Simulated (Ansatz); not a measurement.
# C3H4O (cyclopropanone): entropy by statistical mechanics

A singlet with charge 0, relaxed at PBE0-D4/def2-TZVP (Ansatz 0.2.0):

```xyz
8

O    -1.8664    0.5087    0.8644
C    -0.8175    0.2228    0.3786
C     0.5310    0.6484    0.0105
C     0.0112   -0.7962   -0.2617
H     0.6560    1.3071   -0.8427
H     1.2700    0.7776    0.7946
H    -0.1992   -1.0694   -1.2905
H     0.4149   -1.5989    0.3467
```

Harmonic wavenumbers in cm⁻¹: 319, 515, 620, 701, 751, 965, 1016, 1073, 1079, 1105, 1166, 1406, 1426, 1974, 3135, 3135, 3215, 3229.

Masses in u: O 15.999, C 12.011, H 1.008. Take T = 298.15 K, p = 1 bar, R = 8.3145 J/(mol K), kT/hc = 207.22 cm⁻¹, rigid rotor and harmonic oscillator.

**Question.** Compute the standard molar entropy.

**Answer.** 
1. Translation (Sackur–Tetrode): S = R[3/2 ln M + 5/2 ln T − 1.1517] with M = 56.064 gives 159.1 J/(mol K).
2. Rotation: principal moments 24.597, 67.199, 85.066 u Å² give A, B, C = 0.6853, 0.2509, 0.1982 cm⁻¹; the symmetry number is σ = 2; q = (√π/σ)√((kT/hc)³/ABC) = 14320; S = R(ln q + 3/2) = 92.0.
3. Vibration: with u = ν̃/207.22, each mode gives R[u/(eᵘ − 1) − ln(1 − e⁻ᵘ)]; the sum is 14.2, most from 319 cm⁻¹ (5.5), 515 cm⁻¹ (2.6), 620 cm⁻¹ (1.7).
4. Electronic: R ln 1 = 0.0, from the spin multiplicity alone.
5. Sum: 159.1 + 92.0 + 14.2 + 0.0 = 265.3 J/(mol K).

No measured value is set beside it here.
